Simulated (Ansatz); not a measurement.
**[Cl···H···H], doublet along the distance Cl1-H2**

Starting geometry:

```xyz
3

Cl    0.0000    0.0000   -1.2983
H     0.0000    0.0000   -0.0195
H     0.0000    0.0000    1.3177
```

From there H2 is moved from one fragment to the other while all else, the fragments' distance too, stays fixed, so the hump isn't the reaction's barrier; atoms are numbered as listed. Energies are in kcal/mol, counted from the starting geometry at the same level. Kohn–Sham curves are unrestricted where that lies lower.

Basis cc-pVTZ; Ansatz 0.2.0. Correlated methods freeze the noble-gas cores. R marks a restricted (for open shells ROHF) determinant, U an unrestricted one.

Full CI isn't at hand for all of this; UCCSDT(Q) serves as the reference, and is uncertain by about the last step of the cluster series.

| distance Cl1-H2 (Å) | UCCSDT(Q) | PBE | revPBE | r2SCAN | PBE0 | B3LYP | wB97M-V | B2PLYP | RPA-PBE |
| --- | --- | --- | --- | --- | --- | --- | --- | --- | --- |
| 1.279 | 0.0 | 0.0 | 0.0 | 0.0 | 0.0 | 0.0 | 0.0 | 0.0 | 0.0 |
| 1.363 | 0.8 | -1.0 | -1.1 | -0.7 | -0.1 | -0.6 | 0.3 | 0.2 | 0.5 |
| 1.533 | 5.0 | 0.3 | 0.0 | 1.6 | 2.9 | 0.8 | 3.5 | 3.5 | 3.1 |
| 1.702 | 2.0 | -1.4 | -2.3 | 0.3 | 0.9 | -2.5 | 0.5 | 0.7 | -1.2 |
| 1.871 | -3.4 | -2.1 | -3.8 | -1.5 | -1.5 | -5.7 | -3.9 | -3.7 | -6.5 |
